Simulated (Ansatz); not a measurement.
**CH5Si2+: functionals against CCSD(T) at one geometry**

The atoms stand at a structure displaced at random from a GFN2-xTB minimum. How far do the functionals agree with CCSD(T) there?

Program: Ansatz 0.2.0, Gaussian basis. Level of theory: single points in def2-TZVPP. These are calculated values, not measurements.

Cores are frozen in the correlated methods.

## (1) The system as given

8 atoms, charge 1, spin multiplicity 1.

Atoms are counted from 1 here; the program's logs count them from 0.

Bond lengths: Si1–C2 1.811 Å, Si1–H4 1.502 Å, C2–Si3 1.895 Å, C2–H5 1.126 Å, Si3–H6 1.407 Å, Si3–H7 1.436 Å, Si3–H8 1.387 Å. Angles: C2–Si1–H4 172.0°, Si1–C2–Si3 132.0°, Si1–C2–H5 107.7°, Si3–C2–H5 119.2°, C2–Si3–H6 104.6°, C2–Si3–H7 104.7°, C2–Si3–H8 105.7°, H6–Si3–H7 112.5°, H6–Si3–H8 116.6°, H7–Si3–H8 111.4°.

As a file:

```
Si   -1.3468    0.6566   -1.3697
C     0.2206    0.1969   -0.5870
Si    0.6233   -0.5317    1.1152
H    -2.7386    0.9646   -1.8438
H     1.0537    0.6249   -1.2118
H    -0.0496    0.3037    2.0259
H     2.0513   -0.4308    1.2274
H     0.2110   -1.8554    1.0634
```

## (2) CCSD(T)/def2-TZVPP

The input, run/in.yaml:

```yaml
crystal:
  periodic: [false, false, false]
  atoms:
    - {symbol: Si, position_ang: [-1.346800, 0.656600, -1.369700]}
    - {symbol: C, position_ang: [0.220600, 0.196900, -0.587000]}
    - {symbol: Si, position_ang: [0.623300, -0.531700, 1.115200]}
    - {symbol: H, position_ang: [-2.738600, 0.964600, -1.843800]}
    - {symbol: H, position_ang: [1.053700, 0.624900, -1.211800]}
    - {symbol: H, position_ang: [-0.049600, 0.303700, 2.025900]}
    - {symbol: H, position_ang: [2.051300, -0.430800, 1.227400]}
    - {symbol: H, position_ang: [0.211000, -1.855400, 1.063400]}
basis:
  gaussian: {orbitals: def2-TZVPP}
total_charge: 1
correlation: {method: ccsd_t}
output: {forces: true}
```

No record of the launch command was kept for these runs.

## (3) PBE0-D4/def2-TZVPP

Edit run/in.yaml of step 2 so:

```diff
@@ -14,3 +14,3 @@
 total_charge: 1
-correlation: {method: ccsd_t}
-output: {forces: true}
+hamiltonian: {xc: pbe0, dispersion: d4}
+output: {forces: true, orbitals: {seedname: orbitals}}
```

## (4) wB97M-V/def2-TZVPP

Edit run/in.yaml of step 3 so:

```diff
@@ -14,3 +14,3 @@
 total_charge: 1
-hamiltonian: {xc: pbe0, dispersion: d4}
-output: {forces: true, orbitals: {seedname: orbitals}}
+hamiltonian: {xc: {name: wB97M-V}}
+output: {forces: true}
```

## (5) r2SCAN-D4/def2-TZVPP

Edit run/in.yaml of step 4 so:

```diff
@@ -14,3 +14,3 @@
 total_charge: 1
-hamiltonian: {xc: {name: wB97M-V}}
+hamiltonian: {xc: r2scan, dispersion: d4}
 output: {forces: true}
```

## (6) PBE-D4/def2-TZVPP

Edit run/in.yaml of step 5 so:

```diff
@@ -14,3 +14,3 @@
 total_charge: 1
-hamiltonian: {xc: r2scan, dispersion: d4}
+hamiltonian: {xc: pbe, dispersion: d4}
 output: {forces: true}
```

## (7) B97M-V/def2-TZVPP

Edit run/in.yaml of step 6 so:

```diff
@@ -14,3 +14,3 @@
 total_charge: 1
-hamiltonian: {xc: pbe, dispersion: d4}
+hamiltonian: {xc: {name: B97M-V}}
 output: {forces: true}
```

## (8) wB97X-V/def2-TZVPP

Edit run/in.yaml of step 7 so:

```diff
@@ -14,3 +14,3 @@
 total_charge: 1
-hamiltonian: {xc: {name: B97M-V}}
+hamiltonian: {xc: {name: wB97X-V}}
 output: {forces: true}
```

(Steps that only read results are left out.)

What does the calculation give? Wanted: energy less free atoms, CCSD(T)/def2-TZVPP; RMS force component; RMS force error; HOMO and LUMO, PBE0-D4; T1 diagnostic.

The runs gave:

```
                                  quantity                                                                                          value
energy less free atoms, CCSD(T)/def2-TZVPP                                                                                     -15.970 eV
                       RMS force component                                                           1.121 to 1.366 eV/Å over the methods
                           RMS force error  PBE0-D4 0.213, wB97M-V 0.245, r2SCAN-D4 0.168, PBE-D4 0.187, B97M-V 0.161, wB97X-V 0.285 eV/Å
                    HOMO and LUMO, PBE0-D4                                                                            -12.49 and -9.16 eV
                             T1 diagnostic                                                                                          0.021
```

In words: Against CCSD(T) the functionals' energies less atoms differ by -0.726 to -0.251 eV, PBE-D4 by -0.680 eV. The reference is not at the basis limit: in triple zeta CCSD(T) underbinds, which counts against methods that bind more; the gaps are no ranking. The forces of B97M-V come nearest to CCSD(T), those of wB97X-V are farthest. Frozen-core CCSD(T) forces in triple zeta carry basis errors of their own, and this is one geometry, so small gaps rank nothing. The restricted Hartree–Fock reference is unstable towards an unrestricted one at one or more of these structures.
